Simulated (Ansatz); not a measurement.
Geometry optimisation, Ansatz 0.2.0, RKS PBE0/def2-SVP.

Input:

```yaml
crystal:
  periodic: [false, false, false]
  atoms:
    - { symbol: Si, position_ang: [-1.333674, 0.890868, -0.765273] }
    - { symbol: H, position_ang: [-0.947874, -0.3272, -0.087161] }
    - { symbol: H, position_ang: [-1.907795, 0.55313, -2.096626] }
    - { symbol: H, position_ang: [-2.330539, 1.644755, 0.045837] }
    - { symbol: Cl, position_ang: [0.314788, 2.108963, -1.053055] }
    - { symbol: H, position_ang: [-0.013089, -1.710642, 0.88174] }
    - { symbol: Si, position_ang: [1.231071, -0.975359, 0.794403] }
    - { symbol: H, position_ang: [1.081914, 0.343876, 1.472338] }
    - { symbol: H, position_ang: [1.576012, -0.778617, -0.644897] }
    - { symbol: H, position_ang: [2.329287, -1.749773, 1.452696] }
basis:
  gaussian: { orbitals: def2-SVP }
hamiltonian:
  xc: pbe0
relax:
  f_tol: 0.03
  max_steps: 50
```

Launched with:

```bash
$ ansatz run input.yaml --threads 2 --pin off --max-ram 3072MiB --backend cpu --events-out ev --progress --plain --runs-dir out
```

Question: Where does it end, and by what steps?

Answer: The run converged. The force dipped under the threshold on the way, but the program's further checks kept it going. After 16 steps the energy has fallen by 0.260 eV; H2 moved furthest, 1.14 Å.

| step | energy less start (eV) | largest force component (eV/Å) | accepted |
| --- | --- | --- | --- |
| 0 | 0.0000 | 1.029 | yes |
| 1 | -0.1624 | 0.219 | yes |
| 2 | -0.2126 | 0.215 | yes |
| 3 | -0.2271 | 0.230 | yes |
| 4 | -0.2353 | 0.097 | yes |
| 5 | -0.2363 | 0.016 | yes |
| 6 | -0.2368 | 0.061 | yes |
| 7 | -0.2372 | 0.045 | yes |
| 8 | -0.2388 | 0.120 | yes |
| 9 | -0.2396 | 0.227 | yes |
| 10 | -0.2441 | 0.164 | yes |
| 11 | -0.2518 | 0.113 | yes |
| 12 | -0.2508 | 0.302 | no |
| 13 | -0.2560 | 0.070 | yes |
| 14 | -0.2587 | 0.025 | yes |
| 15 | -0.2589 | 0.101 | yes |
| 16 | -0.2598 | 0.019 | yes |

```xyz
10
Properties=species:S:1:pos:R:3
Si -1.900 1.076 -0.989
H -2.052 -0.257 -0.346
H -2.292 1.005 -2.423
H -2.729 2.089 -0.279
Cl 0.091 1.644 -0.874
H 0.335 -1.463 0.819
Si 1.777 -1.105 0.979
H 1.897 0.164 1.755
H 2.408 -0.948 -0.364
H 2.466 -2.205 1.722
```

Run time: 22 s on 2 threads of Arm Neoverse V2, on a shared host, peak memory 0.18 GiB.
